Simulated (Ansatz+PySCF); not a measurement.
Results of a calculation; reference values are marked as such.
A run of PySCF 2.14.0 on triplet O2 at this shape:

```
atom   x (Å)   y (Å)    z (Å)
   O  0.0000  0.0000  -0.6417
   O  0.0000  0.0000   0.6417
```

Its results:

| Quantity | Value |
| --- | --- |
| Converged | yes |
| Total energy | -149.44651 hartree |
| Spin squared of the determinant | 2.000 |
| Cycles | 7 |

Which input gives this output? Name the method, the orbitals and the basis set, and write the input.

ROHF in def2-SVP.

```python
from pyscf import gto, scf

mol = gto.M(atom="""
O 0.000000 0.000000 -0.641670
O 0.000000 0.000000 0.641670
""", basis='def2-svp', charge=0, spin=2)
mf = scf.ROHF(mol)
mf.kernel()
print(mf.converged, mf.e_tot, mf.spin_square()[0])
```

This is not the lowest solution: another run reaches a determinant 0.22 eV lower. Caution: an unrestricted determinant lies well below.
